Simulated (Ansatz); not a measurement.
## Reading a saddle point

A first-order saddle point of SiNH7O, closed shell, PBE0-D4/def2-TZVP, with one imaginary mode of 1293i cm⁻¹:

```tsv
atom	x (Å)	y (Å)	z (Å)
Si1	-0.4590	0.5023	0.2944
H2	0.5270	-0.9340	1.1100
H3	-1.1291	1.5277	-0.5682
H4	-1.5817	-0.0917	1.0574
O5	0.7330	1.4658	0.8957
H6	0.4317	-1.2201	-0.0279
N7	0.0446	-0.7138	-1.0341
H8	1.3037	0.9801	1.4985
H9	-0.6831	-1.1219	-1.6116
H10	0.8127	-0.3945	-1.6141
```

Computed with Ansatz 0.2.0 (basis: def2-TZVPP and def2-QZVPP); correlated methods freeze the cores. Extrapolation: Hartree–Fock as exp(−7.88 √X), correlation as X^−2.97.

Question: Which contacts change along the imaginary mode, and what lies on either side? (A judgement: the text doesn't fix the answer.)

Answer: The calculation gives: The step is SiH₄O ([OH][SiH3]) + NH₃ → SiNH₅O ([NH2][SiH2][OH]) + H₂, with the molecules in contact on both sides. Shortening one way: Si1–N7, H2–H6; lengthening the same way: Si1–H2, H6–N7.
| pair | one side (Å) | saddle (Å) | other side (Å) |
| --- | --- | --- | --- |
| Si1–N7 | 2.69 | 1.87 | 1.71 |
| H2–H6 | 2.93 | 1.18 | 0.75 |
| Si1–H2 | 1.49 | 1.92 | 4.03 |
| H6–N7 | 1.01 | 1.19 | 2.84 |

Question: Which side is lower, and how far does the saddle lie above each? (Judge from chemistry; the value comes from the calculation.)

Answer: By the calculation: The side with Si1–N7, H2–H6 short is lower by 8.48 kcal/mol; the saddle lies 50.14 kcal/mol above it and 41.66 kcal/mol above the other (CCSD(T) at an estimated basis limit (MP2 extrapolated from triple and quadruple zeta, plus CCSD(T) − MP2 in triple zeta); electronic energies).

The T1 diagnostic stays at or below 0.012.

Labels in which every atom is bracketed show which atoms are joined, not bond orders.

For scale, one of the runs: CCSD(T)/def2-TZVPP, 202 basis functions (an equivalent command: `ansatz run in.yaml --threads 2`). The run took 31 s on 2 CPU threads (shared host), with 2.7 GiB of host memory at its peak.
